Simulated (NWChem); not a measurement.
System: formaldehyde (CH₂O); SMILES C=O

Results from NWChem. All runs use the structure optimised with PBE-D3(BJ)/def2-SVP.

Isotropic polarisabilities at PBE0/def2-SVPD: 17.77 bohr³ (static) and 17.90 bohr³ at ω = 0.0428 Ha (1065 nm).

Problem. Fit one effective oscillator, α(ω) = α(0)/(1 − ω²/ω₀²), predict α at ω = 0.0773 Ha (589 nm) and compare with a run.

Solution. 
1. 1 − α(0)/α(ω) = 0.0073 = (ω/ω₀)², so ω₀ = 0.502 Ha = 13.7 eV.
2. At the second frequency, (ω/ω₀)² = 0.024 and α = 18.2 bohr³.
3. The run gives 18.2 bohr³, a difference of 0.0 %.
